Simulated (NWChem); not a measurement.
Program: NWChem. System: difluoromethane (CH2F2), charge 0, spin multiplicity 1, at a geometry optimised with PBE0/def2-SVP. Level: RHF/6-31G* (spherical d).

Input file:

```
start mol
memory heap 200 mb stack 900 mb global 1100 mb
geometry units angstroms nocenter noautoz
  F      1.095795     0.000000    -0.287172
  C      0.000000     0.000000     0.490991
  F     -1.095795     0.000000    -0.287172
  H      0.000000     0.913695     1.111578
  H      0.000000    -0.913695     1.111578
  symmetry group C2v
end
basis spherical
  * library 6-31g*
end
scf
  rhf
  nopen 0
  maxiter 100
  thresh 1e-7
  semidirect memsize 60000000 filesize 0
end
task scf energy
```

Part of the output:

```
             Northwest Computational Chemistry Package (NWChem) 7.3.0
             --------------------------------------------------------

                                NWChem Input Module
                                -------------------

 Scaling coordinates for geometry "geometry" by  1.889725989
 (inverse scale =  0.529177249)

 Turning off AUTOSYM since
 SYMMETRY directive was detected!

                             Geometry "geometry" -> ""
                             -------------------------

 Output coordinates in angstroms (scale by  1.889725989 to convert to a.u.)

  No.       Tag          Charge          X              Y              Z
 ---- ---------------- ---------- -------------- -------------- --------------
    1 F                    9.0000     1.09579500     0.00000000    -0.28717200
    2 C                    6.0000     0.00000000     0.00000000     0.49099100
    3 F                    9.0000    -1.09579500     0.00000000    -0.28717200
    4 H                    1.0000     0.00000000     0.91369500     1.11157800
    5 H                    1.0000     0.00000000    -0.91369500     1.11157800

 Effective nuclear repulsion energy (a.u.)      77.6550504557

            Nuclear Dipole moment (a.u.)
            ----------------------------
        X                 Y               Z
 ---------------- ---------------- ----------------
     0.0000000000     0.0000000000     0.0000113384

      Symmetry information
      --------------------

 Group name             C2v
 Group number             16
 Group order               4
 No. of unique centers     3

      Symmetry unique atoms

     1    2    4


 Summary of "ao basis" -> "" (spherical)
 ------------------------------------------------------------------------------
       Tag                 Description            Shells   Functions and Types
 ---------------- ------------------------------  ------  ---------------------
 *                           6-31g*                   on all atoms

 Summary of "ao basis" -> "ao basis" (spherical)
 ------------------------------------------------------------------------------
       Tag                 Description            Shells   Functions and Types
 ---------------- ------------------------------  ------  ---------------------
 F                           6-31g*                  6       14   3s2p1d
 C                           6-31g*                  6       14   3s2p1d
 H                           6-31g*                  2        2   2s

                                 NWChem SCF Module
                                 -----------------

  ao basis        = "ao basis"
  functions       =    46
  atoms           =     5
  closed shells   =    13
  open shells     =     0
  charge          =   0.00
  wavefunction    = RHF
  use symmetry    = T
  symmetry adapt  = T

 Summary of "ao basis" -> "ao basis" (spherical)
 ------------------------------------------------------------------------------
       Tag                 Description            Shells   Functions and Types
 ---------------- ------------------------------  ------  ---------------------
 F                           6-31g*                  6       14   3s2p1d
 C                           6-31g*                  6       14   3s2p1d
 H                           6-31g*                  2        2   2s

      Symmetry analysis of basis
      --------------------------

        a1         19
        a2          5
        b1         13
        b2          9

 Forming initial guess at       0.1s
[...]
                 4     -237.8927078676  1.04D-04  2.87D-05      0.2
                 5     -237.8927078686  2.51D-09  6.47D-10      0.3

       Final RHF  results
       ------------------

         Total SCF energy =   -237.892707868552
      One-electron energy =   -485.232799648679
      Two-electron energy =    169.685041324459
 Nuclear repulsion energy =     77.655050455667

        Time for solution =      0.1s

       Symmetry analysis of molecular orbitals - final
       -----------------------------------------------

  Numbering of irreducible representations:

     1 a1          2 a2          3 b1          4 b2

  Orbital symmetries:

     1 b1          2 a1          3 a1          4 a1          5 b1
     6 a1          7 b2          8 a1          9 b1         10 a2
    11 b1         12 a1         13 b2         14 a1         15 b2
    16 b1         17 a1         18 a1         19 b1         20 b2
    21 a1         22 b2         23 a1

             Final eigenvalues
             -----------------

              1
    1  -26.3044
    2  -26.3044
    3  -11.4038
    4   -1.6584
    5   -1.5963
    6   -0.9612
    7   -0.7714
    8   -0.7659
    9   -0.7511
   10   -0.6584
   11   -0.6231
   12   -0.6117
   13   -0.5212
   14    0.2490
   15    0.3078
   16    0.3205
   17    0.3807
   18    0.7268
   19    0.7538
   20    0.8043
   21    1.0065
   22    1.0448
   23    1.1089

                       ROHF Final Molecular Orbital Analysis
                       -------------------------------------

 Vector   11  Occ=2.000000D+00  E=-6.230890D-01  Symmetry=b1
              MO Center= -3.5D-16, -6.7D-16, -2.5D-01, r^2= 1.7D+00
   Bfn.  Coefficient  Atom+Function         Bfn.  Coefficient  Atom+Function
  ----- ------------  ---------------      ----- ------------  ---------------
     3      0.396760  1 F  px                31      0.396760  3 F  px
     7      0.290509  1 F  px                35      0.290509  3 F  px
     5      0.268347  1 F  pz                33     -0.268347  3 F  pz
     9      0.187561  1 F  pz                37     -0.187561  3 F  pz

 Vector   12  Occ=2.000000D+00  E=-6.116752D-01  Symmetry=a1
              MO Center= -3.9D-16,  2.0D-16,  8.4D-02, r^2= 1.8D+00
   Bfn.  Coefficient  Atom+Function         Bfn.  Coefficient  Atom+Function
  ----- ------------  ---------------      ----- ------------  ---------------
     5      0.398973  1 F  pz                33      0.398973  3 F  pz
     9      0.307670  1 F  pz                37      0.307670  3 F  pz
    19     -0.248137  2 C  pz                20     -0.165404  2 C  s

 Vector   13  Occ=2.000000D+00  E=-5.212271D-01  Symmetry=b2
              MO Center=  2.2D-16,  6.9D-17,  4.4D-01, r^2= 1.8D+00
   Bfn.  Coefficient  Atom+Function         Bfn.  Coefficient  Atom+Function
  ----- ------------  ---------------      ----- ------------  ---------------
    18      0.366403  2 C  py                 4     -0.319158  1 F  py
    32     -0.319158  3 F  py                 8     -0.253291  1 F  py
    36     -0.253291  3 F  py                44      0.229637  4 H  s
    46     -0.229637  5 H  s                 43      0.225612  4 H  s
    45     -0.225612  5 H  s

 Vector   14  Occ=0.000000D+00  E= 2.490112D-01  Symmetry=a1
              MO Center= -1.6D-17,  2.8D-16,  1.2D+00, r^2= 3.1D+00
   Bfn.  Coefficient  Atom+Function         Bfn.  Coefficient  Atom+Function
  ----- ------------  ---------------      ----- ------------  ---------------
    20      1.895717  2 C  s                 44     -1.476870  4 H  s
    46     -1.476870  5 H  s                 23      0.914980  2 C  pz
    19      0.267450  2 C  pz

 Vector   15  Occ=0.000000D+00  E= 3.077687D-01  Symmetry=b2
              MO Center= -1.7D-16, -1.1D-15,  1.2D+00, r^2= 2.9D+00
   Bfn.  Coefficient  Atom+Function         Bfn.  Coefficient  Atom+Function
  ----- ------------  ---------------      ----- ------------  ---------------
    44      1.617405  4 H  s                 46     -1.617405  5 H  s
    22     -1.378668  2 C  py                18     -0.453858  2 C  py
     8      0.187116  1 F  py                36      0.187116  3 F  py

 Vector   16  Occ=0.000000D+00  E= 3.204619D-01  Symmetry=b1
              MO Center= -2.9D-16, -8.1D-17,  7.0D-01, r^2= 2.1D+00
   Bfn.  Coefficient  Atom+Function         Bfn.  Coefficient  Atom+Function
  ----- ------------  ---------------      ----- ------------  ---------------
    21      1.394047  2 C  px                 6     -0.706471  1 F  s
    34      0.706471  3 F  s                  9     -0.358588  1 F  pz
    37      0.358588  3 F  pz                17      0.347255  2 C  px
     7      0.195362  1 F  px                35      0.195362  3 F  px
     5     -0.191430  1 F  pz                33      0.191430  3 F  pz

 center of mass
 --------------
 x =   0.00000000 y =   0.00000000 z =  -0.10097342

 moments of inertia (a.u.)
 ------------------
          35.893369478256           0.000000000000           0.000000000000
           0.000000000000         192.815038465821           0.000000000000
           0.000000000000           0.000000000000         168.940031144936

  Mulliken analysis of the total density
  --------------------------------------

    Atom       Charge   Shell Charges
 -----------   ------   -------------------------------------------------------
    1 F    9     9.42   2.00  0.93  3.30  1.04  2.13  0.02
    2 C    6     5.46   2.00  0.67  1.80  0.39  0.47  0.13
    3 F    9     9.42   2.00  0.93  3.30  1.04  2.13  0.02
    4 H    1     0.85   0.54  0.31
    5 H    1     0.85   0.54  0.31

       Multipole analysis of the density wrt the origin
       ------------------------------------------------

     L   x y z        total         open         nuclear
     -   - - -        -----         ----         -------
     0   0 0 0     -0.000000      0.000000     26.000000

     1   1 0 0     -0.000000      0.000000      0.000000
     1   0 1 0     -0.000000      0.000000      0.000000
     1   0 0 1      0.798812      0.000000      0.000011

     2   2 0 0    -13.954341      0.000000     77.184271
     2   1 1 0     -0.000000      0.000000      0.000000
     2   1 0 1      0.000000      0.000000      0.000000
     2   0 2 0    -11.177619      0.000000      5.962524
     2   0 1 1     -0.000000      0.000000      0.000000
     2   0 0 2    -11.034790      0.000000     19.291118

 Task  times  cpu:        0.2s     wall:        0.2s

 Total times  cpu:        0.3s     wall:        0.3s
```
